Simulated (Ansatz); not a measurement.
This Ansatz (an electronic-structure program) input (CCSD(T)/cc-pwCVTZ) gives -1417.18148 Eh with 220 basis functions. A basis named .json is the Basis Set Exchange file of that set (core-valence sets with the plain set on hydrogen).

Ansatz 0.2 input:
```yaml
crystal:
  periodic: [false, false, false]
  atoms:
    - {symbol: C, position_ang: [-0.00358972, 0.00080934, 0.26295365]}
    - {symbol: Cl, position_ang: [-0.00984441, 1.69003269, -0.03627790]}
    - {symbol: Cl, position_ang: [1.46912032, -0.83620564, -0.00831232]}
    - {symbol: Cl, position_ang: [-1.45800895, -0.85411270, -0.04821695]}
basis:
  gaussian:
    orbitals: cc-pwCVTZ.json
magnetization: {spin_polarized: true, initial_magnetization: 1}
correlation: {method: ccsd_t, electrons: outside_noble_gas}
```

Change:
```diff
- orbitals: cc-pwCVTZ.json
+ orbitals: cc-pV_T+d_Z.json
```

What does the run give now?

-1417.16862 Eh (CCSD(T)/cc-pV(T+d)Z, 147 functions), a change of +12.86 mEh.
